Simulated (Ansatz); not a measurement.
**Worked example: correlation energy of H2Se, triplet**

Geometry: that of the H2Se, singlet, kept fixed. The singlet lies 5.1 eV lower here.

```
atom   x (Å)    y (Å)    z (Å)
  Se  0.0000  -0.0256   0.0000
   H  0.0000   1.0009  -1.0478
   H  0.0000   1.0009   1.0478
```

Basis cc-pVTZ; Ansatz 0.2.0. Only valence electrons are correlated (noble-gas cores and the filled d shells of p-block atoms frozen), which leaves 8 electrons in 57 orbitals. Prefix R: restricted or restricted open-shell reference; prefix U: unrestricted. No spin–orbit coupling is included, and no scalar relativity.

Full CI isn't at hand for all of this; UCCSDT(Q) serves as the reference, and is uncertain by about the last step of the cluster series.

Runs differ by some tens of microhartree through their thresholds and, for an open shell, their frozen cores, so steps under 0.03 kcal/mol mean nothing.

| level | total energy (hartree) |
| --- | --- |
| UHF | -2400.878980 |
| UMP2 | -2401.027997 |
| UCCSD | -2401.054039 |
| UCCSD(T) | -2401.059732 |
| UCCSDT | -2401.060594 |
| UCCSDT(Q) | -2401.060769 |

Problem. What is the correlation energy at UCCSDT(Q), and what share of it do UMP2 and UCCSDT recover?

Solution. E(corr) = -2401.060769 − (-2400.878980) = -0.181789 hartree = -4.947 eV. UMP2: -0.149017 / -0.181789 = 81.97 %. UCCSDT: -0.181614 / -0.181789 = 99.90 %.

Problem. By how many kcal/mol does UCCSD(T) miss UCCSDT(Q) (1 hartree = 627.509 kcal/mol), and which steps make up the rest?

Solution. -2401.059732 − (-2401.060769) = 0.001037 hartree = 0.65 kcal/mol. Steps: UCCSDT − UCCSD(T) = -0.54, UCCSDT(Q) − UCCSDT = -0.11 kcal/mol. That is within 1 kcal/mol of the reference in this basis, which itself misses far more of the correlation at the basis-set limit.
